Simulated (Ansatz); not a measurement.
Ansatz (a program for electronic structure) input (PBE/6-31G*):

Ansatz 0.2 input:
```yaml
crystal:
  periodic: [false, false, false]
  atoms:
    - {symbol: C, position_ang: [-0.86779925, -0.02842753, -0.08465418]}
    - {symbol: O, position_ang: [-0.88803194, -1.05093051, 0.59213902]}
    - {symbol: O, position_ang: [0.14572903, 0.69139384, -0.44565963]}
    - {symbol: H, position_ang: [-1.80224265, 0.42334062, -0.47790280]}
    - {symbol: C, position_ang: [1.53606667, 0.43224451, 0.07324310]}
    - {symbol: H, position_ang: [1.59861714, -0.65948461, 0.19327966]}
    - {symbol: H, position_ang: [2.13244424, 0.68953549, -0.81874536]}
basis:
  gaussian:
    orbitals: 6-31G*
hamiltonian:
  xc: {name: PBE}
total_charge: -1
relax: {f_tol: 0.003, max_steps: 120}
```

From the last part of the output:

```
732 factors; their error is unknown
mean field: 0.13 GiB planned
mean field -6207.84706663 eV, -228.1341718688 hartree, gradient 2.3e-5 eV, S^2 0.000000; 0 other end points of the search recorded, 0 dependent functions left out
the calculation of the forces begins
reference -6207.84708723 eV, -228.1341726260 hartree; 16, 16 occupied and 50, 50 virtual orbitals, 732 factors
relax step   7: F+E_penalty+E_count = -6207.84706663 eV  Δ(F+E_penalty+E_count) = -5.703e-5 eV  max|allowed force component| = 1.311e-2 eV/Å  Δτ_max = 0.0075 Å  (33 SCF iters, accepted)
these checks for a lower state are left out or cut short: starts, cluster_reference, orbital_swaps, neighbouring_geometries, increment
integrals: 0.02 GiB planned
732 factors; their error is unknown
mean field: 0.13 GiB planned
mean field evaluation 64: about -6207.8471 eV, gradient 4.3e-5 eV
mean field -6207.84707061 eV, -228.1341720152 hartree, gradient 2.2e-5 eV, S^2 0.000000; 0 other end points of the search recorded, 0 dependent functions left out
the calculation of the forces begins
reference -6207.84709122 eV, -228.1341727724 hartree; 16, 16 occupied and 50, 50 virtual orbitals, 732 factors
relax step   8: F+E_penalty+E_count = -6207.84707061 eV  Δ(F+E_penalty+E_count) = -3.985e-6 eV  max|allowed force component| = 2.676e-3 eV/Å  Δτ_max = 0.0017 Å  (25 SCF iters, accepted)
integrals: 0.02 GiB planned
732 factors; their error is unknown
mean field: 0.13 GiB planned
mean field -6207.84707061 eV, -228.1341720152 hartree, gradient 2.2e-5 eV, S^2 0.000000; 1 other end points of the search recorded, 0 dependent functions left out
the calculation of the forces begins
reference -6207.84709122 eV, -228.1341727724 hartree; 16, 16 occupied and 50, 50 virtual orbitals, 732 factors
Total energy: -6207.84709122 eV, -228.1341727724 hartree
Atom 0 at    -0.871424    -0.039199    -0.085964 Å, force     0.000500     0.001026     0.002361 eV/Å
Atom 1 at    -0.894573    -1.083466     0.594325 Å, force    -0.000186    -0.000890    -0.001025 eV/Å
Atom 2 at     0.160616     0.702795    -0.440439 Å, force     0.002643    -0.002640    -0.002676 eV/Å
Atom 3 at    -1.807341     0.442629    -0.481318 Å, force    -0.000043     0.000871     0.000562 eV/Å
Atom 4 at     1.535920     0.452820     0.080498 Å, force    -0.002293    -0.000293     0.000489 eV/Å
Atom 5 at     1.596571    -0.655851     0.206003 Å, force    -0.000625     0.000316     0.000742 eV/Å
Atom 6 at     2.135014     0.677944    -0.841405 Å, force     0.000005     0.001610    -0.000452 eV/Å
Dipole moment:    -0.542791    -0.035480    -0.395472 e Å
```

The dipole moment of an ion depends on the origin.
